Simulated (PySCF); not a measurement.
# BSiH3 (SMILES B[SiH]): UCCSD(T)/STO-3G

Aim: the vertical triplet–singlet gap of BSiH3 at UCCSD(T)/STO-3G, from 2 runs. 

The calculation is run with PySCF 2.14.0.

13 further runs of the same task are left out: 1 that didn't finish, 12 set aside as unsound or not needed.

## Step 1: The structure to begin with

BSiH3 has 5 atoms, charge 0, and is taken as a triplet. As SMILES, `B[SiH]`. The shape is that of a GFN2-xTB optimisation.

Bond lengths: B1–Si2 1.878 Å, B1–H3 1.179 Å, B1–H4 1.176 Å, Si2–H5 1.476 Å. Angles: B1–Si2–H5 134.9°, Si2–B1–H3 120.6°, Si2–B1–H4 121.0°, H3–B1–H4 118.4°.

## Step 2: A single-point energy at UCCSD(T)/STO-3G

The input, start.xyz:

```xyz
5

B     -0.206730    -0.708170     0.126670
Si     0.760780     0.829450    -0.350440
H     -1.303690    -0.620750     0.549520
H      0.263590    -1.779740     0.010050
H      0.486040     2.279200    -0.335800
```

The input, run.py:

```python
from pyscf import gto, scf, cc

system = gto.M(
    atom='start.xyz',
    charge=0,
    max_memory=1860,
    spin=2,
    basis='sto-3g',
    verbose=3,
)

myscf = scf.UHF(system)
myscf.conv_tol = 1e-10
myscf.kernel()
if not myscf.converged:
    myscf = myscf.newton().run(myscf.mo_coeff, myscf.mo_occ)

mycc = cc.CCSD(myscf, frozen=6)
mycc.kernel()
e_t = mycc.ccsd_t()
e_final = mycc.e_tot + e_t
print('Final energy', e_final)
```

Started as:

```sh
OMP_NUM_THREADS=1 python run.py
```

Log:

```text
WARN: HOMO -0.0280457781080502 >= LUMO -0.0338678493096932

converged SCF energy = -311.594368010742  <S^2> = 2.0036859  2S+1 = 3.0024562
E(UCCSD) = -311.6792159348677  E_corr = -0.08484792412533816
UCCSD(T) correction = -0.000999100543096133
Final energy -311.68021503541075
```

Wall time 0.62 s (1 thread of Arm Neoverse V2, shared host); peak memory 0.1 GiB.

## Step 3: The singlet

The input, run.py:

```python
from pyscf import gto, cc

mol = gto.Mole()
mol.atom = '''
B     -0.206730    -0.708170     0.126670
Si     0.760780     0.829450    -0.350440
H     -1.303690    -0.620750     0.549520
H      0.263590    -1.779740     0.010050
H      0.486040     2.279200    -0.335800
'''
mol.basis = 'sto-3g'
mol.spin = 0
mol.verbose = 3
mol.charge = 0
mol.max_memory = 1860
mol.build()

hf = mol.RHF()
hf.conv_tol = 1e-10
hf.kernel()
if not hf.converged:
    hf = hf.newton().run(hf.mo_coeff, hf.mo_occ)

mycc = cc.CCSD(hf, frozen=6)
mycc.kernel()
e_t = mycc.ccsd_t()
e_tot = mycc.e_tot + e_t
print(f'total energy: {e_tot:.8f} hartree')
```

Started as:

```sh
OMP_NUM_THREADS=1 python run.py
```

Log:

```text
converged SCF energy = -311.500549385768
E(CCSD) = -311.629512980716  E_corr = -0.1289635949483338
CCSD(T) correction = -0.00518835469623565
total energy: -311.63470134 hartree
```

Run time: 0.66 s. Hardware: 1 thread of Arm Neoverse V2, shared host; peak memory 0.12 GiB.

## Step 4: Results

At UCCSD(T)/STO-3G, 6 core orbitals frozen:

| quantity | value |
| --- | --- |
| triplet: total energy | -311.68022 Eh |
| triplet: dipole moment (Hartree–Fock density) | 1.18 D |
| triplet: HOMO energy (Hartree–Fock orbitals) (highest over α and β) | -5.61 eV |
| triplet: LUMO energy (Hartree–Fock orbitals) (lowest over α and β) | 5.82 eV |
| triplet: correlation energy (6 core orbitals frozen) | -85.8 mEh |
| triplet: (T) correction | -1.00 mEh |
| triplet: ⟨S²⟩ of the reference determinant | 2.004 |
| triplet: T1 diagnostic | 0.023 |
| singlet: total energy | -311.63470 Eh |
| singlet: dipole moment (Hartree–Fock density) | 2.97 D |
| singlet: HOMO energy (Hartree–Fock orbitals) | -3.89 eV |
| singlet: LUMO energy (Hartree–Fock orbitals) | 3.82 eV |
| singlet: HOMO–LUMO gap (Hartree–Fock orbitals) | 7.71 eV |
| singlet: correlation energy (6 core orbitals frozen) | -134.2 mEh |
| singlet: (T) correction | -5.19 mEh |
| singlet: T1 diagnostic | 0.038 |
| vertical energy of the singlet above the triplet | 1.238 eV |

At this shape the singlet lies 1.24 eV (29 kcal/mol) above the triplet. In a minimal basis such a difference can be off by several eV, whatever the method. The triples (triplet) make up 1.2 % of the correlation energy. The T1 diagnostic (singlet) of 0.038 is above the customary mark for such species, so a single reference may not serve. Mulliken charges (singlet) of the mean-field density run from -0.10 on H5 to +0.29 on Si2; they depend strongly on the basis. The triples (singlet) make up 3.9 % of the correlation energy.
